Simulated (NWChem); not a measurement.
**Correlation energy of S (-1)**

```
S
```
Charge -1, spin multiplicity 2.

The numbers come from NWChem runs, not from measurements.

Basis set: aug-cc-pVDZ. Each correlation energy counts from its own Hartree-Fock reference.

The correlated methods keep 5 core orbitals frozen. The stability of the SCF solutions was not checked. Open-shell Hartree-Fock references start from PBE0 orbitals. No row is a measurement; the coupled-cluster row has its own basis-set and correlation limits.

### Question
Order these methods by the correlation energy they give, lowest first: CCSD(T) on ROHF, SCS-UMP2, CCSD on ROHF, UMP2, CCSD on UHF.

### Answer
CCSD(T) on ROHF (-147.6 mHa), CCSD on ROHF (-143.4 mHa), CCSD on UHF (-139.6 mHa), UMP2 (-122.0 mHa), SCS-UMP2 (-119.7 mHa)
